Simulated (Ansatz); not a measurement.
C5H6O (`C#CCOC=C`). Total charge 0; spin multiplicity 1.

```
atom   x (Å)   y (Å)   z (Å)
  C1   3.044   0.896  -0.468
  C2   1.935   0.454  -0.369
  C3   0.604  -0.113  -0.273
  O4  -0.211   0.724   0.523
  C5  -1.481   0.311   0.693
  C6  -2.062  -0.782   0.207
  H7   4.027   1.295  -0.552
  H8   0.167  -0.217  -1.275
  H9   0.655  -1.116   0.171
 H10  -2.019   1.018   1.314
 H11  -3.101  -0.963   0.445
 H12  -1.558  -1.508  -0.415
```

**Question.** Give the diagnostics of a CCSD(T)/def2-TZVPP run (frozen core, Ansatz 0.2.0). (Best estimate.)

**Answer.** Computed: T1 = 0.0130, largest single amplitude 0.029, largest double 0.086, (T) share of the correlation energy 4.5 %, 9 CCSD cycles. The RHF solution is stable towards an unrestricted one. T1 lies under the customary mark of 0.02 for closed shells.
